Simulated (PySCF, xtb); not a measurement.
# Two structures of HN2Si+

Structure a: a singlet given by its coordinates. Structure b: a singlet given by its coordinates. Both are isolated ions in the gas phase, relaxed with B3LYP-D3(BJ)/6-311G**.

a (Å):

```xyz
4

N    -1.3594   -1.5786   -0.1623
N    -0.8134   -0.7932    0.3737
Si    0.2314    0.9194    1.2112
H     0.3912    0.0005    2.4031
```

Close contacts (Å): N1–N2 1.10, N2–Si3 2.17, Si3–H4 1.51.

b (Å):

```xyz
4

N    -1.3125   -0.0942    0.8349
N    -0.0748   -0.1996    0.8535
Si   -0.7217   -1.5283    1.9212
H     0.5539    0.4343    0.3277
```

Close contacts (Å): N1–N2 1.24, N1–Si3 1.89, N2–Si3 1.82, N2–H4 1.04.

**Question.** Which of the two would you expect CCSD(T)/def2-TZVPP electronic energies to favour?

**Answer.** Structure a; the calculation gives E(b) − E(a) = +19.5 kcal/mol.

Level by level:

| level | geometry | E(b) − E(a) (kcal/mol) | departure from the last row (kcal/mol) | job, with rough time for the two |
| --- | --- | --- | --- | --- |
| GFN2-xTB | GFN2-xTB | +11.9 | −7.6 | optimisation, 0.093 s |
| HF/STO-3G | GFN2-xTB | +8.2 | −11.3 | single point, 1.2 s |
| r2SCAN-D4/def2-SVP | GFN2-xTB | +7.8 | −11.7 | single point, 4.4 s |
| B3LYP-D3(BJ)/6-311G** | B3LYP-D3(BJ)/6-311G** | +17.4 | −2.1 | optimisation, 28 s |
| HF/def2-TZVPP | B3LYP-D3(BJ)/6-311G** | +26.5 | +7.0 | part of the CCSD(T) run |
| MP2/def2-TZVPP | B3LYP-D3(BJ)/6-311G** | +21.2 | +1.7 | part of the CCSD(T) run |
| CCSD(T)/def2-TZVPP | B3LYP-D3(BJ)/6-311G** | +19.5 |  | single point, 51 s |

None of the levels shown reverses the order. The largest departure from CCSD(T)/def2-TZVPP is that of r2SCAN-D4/def2-SVP, 11.7 kcal/mol.

With thermal terms from frequencies at re-optimised GFN2-xTB minima (ideal gas, soft modes damped towards free rotors, one conformer each, 298.15 K, 1 atm): on the last row, ΔE + ΔZPE = +21.8, ΔH = +21.3, ΔG = +22.1 kcal/mol.

The T1 diagnostic of structure b is large, so the coupled-cluster value is less sure. The correlated steps freeze 7 core orbitals. Programs: PySCF 2.14.0, xtb 6.7.1 (Pople sets with spherical d functions); the last row on 2 threads of Arm Neoverse V2 on a shared host.
